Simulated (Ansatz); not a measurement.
# How methods differ on CH8Si2 (SMILES [SiH3]C[SiH3])

CH8Si2: 11 atoms, total charge 0, spin state singlet. As SMILES, `[SiH3]C[SiH3]`. The shape was relaxed beforehand at r2SCAN/def2-SVP.

```
atom    x (Å)    y (Å)    z (Å)
  Si  -1.1738   1.0462  -0.3496
   C  -0.2831  -0.6143  -0.3613
  Si   1.3510  -0.6616   0.5758
   H  -2.4539   0.9719  -1.1189
   H  -0.3113   2.1004  -0.9655
   H  -1.4871   1.4555   1.0535
   H  -0.9569  -1.3798   0.0643
   H  -0.0977  -0.9087  -1.4102
   H   1.1330  -0.3166   2.0139
   H   2.3095   0.3277  -0.0050
   H   1.9702  -2.0207   0.5030
```

Each level gives the dissociation energy of the H6–Si1 bond into doublet H and doublet CH7Si2 (shapes relaxed at r2SCAN/def2-SVP, no zero-point term) (eV). The values are calculated.

| level | kind | program | value (eV) | less CCSD(T)/def2-SVP | CPU time (all runs) |
| --- | --- | --- | --- | --- | --- |
| HF/def2-SVP | Hartree–Fock | Ansatz | 3.32 | -0.72 | 1.4 s |
| SVWN5/def2-SVP | LDA | Ansatz | 4.35 | +0.31 | 1.8 s |
| BLYP/def2-SVP | GGA | Ansatz | 4.03 | -0.01 | 3.2 s |
| PBE/def2-SVP | GGA | Ansatz | 3.95 | -0.09 | 3.1 s |
| r2SCAN/def2-SVP | meta-GGA | Ansatz | 4.00 | -0.04 | 6.7 s |
| PBE0-D4/def2-SVP | global hybrid | Ansatz | 3.99 | -0.05 | 4 s |
| CAM-B3LYP/def2-SVP | range-separated hybrid | Ansatz | 4.15 | +0.11 | 4.6 s |
| B2PLYP/def2-SVP | double hybrid | Ansatz | 4.09 | +0.05 | 5.1 s |
| RPA@PBE/def2-SVP | RPA | Ansatz | 4.06 | +0.02 | 4.4 s |
| CCSD(T)/def2-SVP | coupled cluster or CI | Ansatz | 4.04 | 0.00 | 10 s |

CCSD(T)/def2-SVP is the highest level here, not the true value. The values span 3.32 to 4.35 eV. Hartree–Fock misses the correlation of the electron pair that is broken and comes out low. Measured bond enthalpies also hold zero-point and thermal terms, a few tenths of an eV less. CPU times are rough (shared hosts, several kinds of processor): they show what a rung costs within a factor of a few.
